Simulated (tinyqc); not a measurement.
Inside a calculation. Method: FCI on RHF in the sto-6g basis, for HF, spin multiplicity 1. One step of it, computed by the program tinyqc.

Problem. Orthogonalisation. S = U s U^T; symmetric (Loewdin) form X = U s^(-1/2) U^T, so that X^T S X = 1.

overlap S:
```
           1F 1s     1F 2s    1F 2px    1F 2py    1F 2pz     2H 1s
1F 1s   1.000000  0.232479  0.000000  0.000000  0.000000  0.043103
1F 2s   0.232479  1.000000  0.000000  0.000000  0.000000  0.406291
1F 2px  0.000000  0.000000  1.000000  0.000000  0.000000  0.000000
1F 2py  0.000000  0.000000  0.000000  1.000000  0.000000  0.000000
1F 2pz  0.000000  0.000000  0.000000  0.000000  1.000000  0.323269
2H 1s   0.043103  0.406291  0.000000  0.000000  0.323269  1.000000
```

Give: eigenvalues of S; X.

Solution.

eigenvalues of S: 0.461  0.849  1.000  1.000  1.122  1.568

X:
```
         1F 1s   1F 2s  1F 2px  1F 2py  1F 2pz   2H 1s
1F 1s    1.022  -0.128   0.000   0.000  -0.006   0.019
1F 2s   -0.128   1.102   0.000   0.000   0.063  -0.252
1F 2px   0.000   0.000   1.000   0.000   0.000   0.000
1F 2py   0.000   0.000   0.000   1.000   0.000   0.000
1F 2pz  -0.006   0.063   0.000   0.000   1.049  -0.197
2H 1s    0.019  -0.252   0.000   0.000  -0.197   1.128
```
